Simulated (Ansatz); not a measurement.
# BH₂+ (singlet): wave-function methods side by side at distance B1–H2 = 3.261 Å, aug-cc-pVTZ

How much of the correlation energy of BH₂+ (singlet) does each wave-function method recover here?

The runs use Ansatz 0.2.0, Gaussian basis; aug-cc-pVTZ, core rule «outside noble gas», up to 1 orbitals frozen.

The runs, in order: UHF; CCSD(T) on RHF; CCSD(T) on UHF; BCCD(T) on RHF; CCSDT(Q) on RHF; CCSDT(Q) on UHF; CASSCF and NEVPT2, 4 electrons in 6 orbitals; Full CI.

18 further runs of the same task are left out: 11 that didn't finish, 7 set aside as unsound or not needed.

### 1 The geometry

The geometry derives from a PBE0/def2-TZVP stationary point (not a proven minimum). One bond is set to the value named and the two fragments are kept rigid.

3 atoms, charge 1, spin multiplicity 1.

Atoms are counted from 1 here; the program's logs count them from 0.

Bond lengths: B1–H3 1.179 Å.

### 2 UHF

in.yaml reads:

```yaml
crystal:
  periodic: [false, false, false]
  atoms:
    - {symbol: B, position_ang: [0.000000, 0.000000, 0.693940]}
    - {symbol: H, position_ang: [0.000000, 0.000000, -2.567060]}
    - {symbol: H, position_ang: [0.000000, 0.000000, 1.873121]}
basis:
  gaussian: {orbitals: aug-cc-pVTZ}
total_charge: 1
magnetization: {spin_polarized: true, initial_magnetization: 0}
hamiltonian: {xc: hf}
output: {orbitals: {seedname: orbitals}}
```

The run is started by

```sh
ansatz run in.yaml --threads 1 --pin off --events-out ev --progress --plain --max-ram 2393MiB
```

Further steps of the session: CCSD(T) on RHF; CCSD(T) on UHF; BCCD(T) on RHF; CCSDT(Q) on RHF; CCSDT(Q) on UHF; CASSCF and NEVPT2, 4 electrons in 6 orbitals; Full CI.

Q: Predict the results of all the runs planned. Wanted: FCI below the RHF energy; RMP2 from FCI; UMP2 from FCI; RCCSD from FCI; RCCSD(T) from FCI; UCCSD(T) from FCI; RCCSDT(Q) from FCI; UCCSDT(Q) from FCI; NEVPT2 valence from FCI.

The runs gave:

| quantity | value |
| --- | --- |
| FCI below the RHF energy | -4.3571 eV |
| RMP2 from FCI | +1587.4 meV |
| UMP2 from FCI | +460.9 meV |
| RCCSD from FCI | +196.1 meV |
| RCCSD(T) from FCI | -52.3 meV |
| UCCSD(T) from FCI | +65.8 meV |
| RCCSDT(Q) from FCI | -1.9 meV |
| UCCSDT(Q) from FCI | +0.8 meV |
| NEVPT2 valence from FCI | +229.3 meV |
| levels within 1 kcal/mol (43 meV) | BCCD(T), RCCSDT, UCCSDT, RCCSDT(Q), UCCSDT(Q) |
| T1 diagnostic | 0.169 |
| effectively unpaired electrons | 1.59 |

RCCSD(T) misses by -52.3 meV, 1.2 % of the correlation energy. CCSD(T) misses by -52.3 meV on the restricted determinant and by +65.8 meV on the unrestricted one; the two need not hold the same state or core. RCCSD(T) falls below full CI, which methods that aren't variational can do. The occupations show strong static correlation (1.6 unpaired electrons where one determinant has 0). Coupled cluster on one determinant still stays close here. These misses are within one basis, not against nature.
